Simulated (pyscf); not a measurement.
This saddle point was located with ωB97X-D3(BJ)/def2-SVP in PySCF.

```xyz
9

F     -0.0609     0.2160     1.5649
Ge    -1.0370    -0.2596     0.2177
F     -0.1786    -1.7447    -0.1682
H     -1.7889     1.5216     0.2238
H     -2.4504    -0.8015     0.3805
N     -0.5074     0.7060    -1.3863
H     -1.3096     1.4569    -0.7665
H     -0.5905     0.2533    -2.3001
H      0.4406     1.0782    -1.2835
```

Surface: singlet, charge 0. Lowest wavenumbers (cm⁻¹): 1589i, 128, 216, 258, 299.

Problem. Name the species on either side of this saddle.

Solution. F–GeH₂–F + NH₃ ⇌ H₂N–GeH(F)–F + H₂, a four-centre exchange read from left to right: Ge–H, H–N broken and Ge–N, H–H formed. At ωB97M-D3(BJ)/def2-TZVP it lies +170.0 kJ/mol from the left side and +175.0 kJ/mol from the right (each side as separated species at their lowest minima found). On the reactant side the descent ends in a bound adduct, 41.8 kJ/mol under the separated species and 207.7 kJ/mol under the saddle at ωB97X-D3(BJ)/def2-TZVP. At the saddle there is also a short Ge–H contact that neither side keeps. This is the saddle that the search found; another between the same sides may lie lower. Elements up to Kr have no core potential and no relativistic terms here.
